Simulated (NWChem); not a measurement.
Species: disulfur (S2, triplet); SMILES S=S

Program: NWChem. Pople sets run with spherical d functions. Spin-unrestricted. No stability test was run on the SCF state. Each level has its own optimisation; frequencies are unscaled.

| level | r S–S (Å) | highest harmonic frequency (cm⁻¹) | zero-point energy (kcal/mol) |
|---|---|---|---|
| CAM-B3LYP/def2-SVP | 1.900 | 760 | 1.1 |
| UHF/6-31G* | … | … | 1.2 |
| B3LYP/def2-TZVP | 1.904 | 715 | 1.0 |
| B3LYP/6-31G* | 1.927 | 701 | 1.0 |

Question: What belongs in the gaps?

Answer: 
- UHF/6-31G*, r S–S (Å): 1.877
- UHF/6-31G*, highest harmonic frequency (cm⁻¹): 813
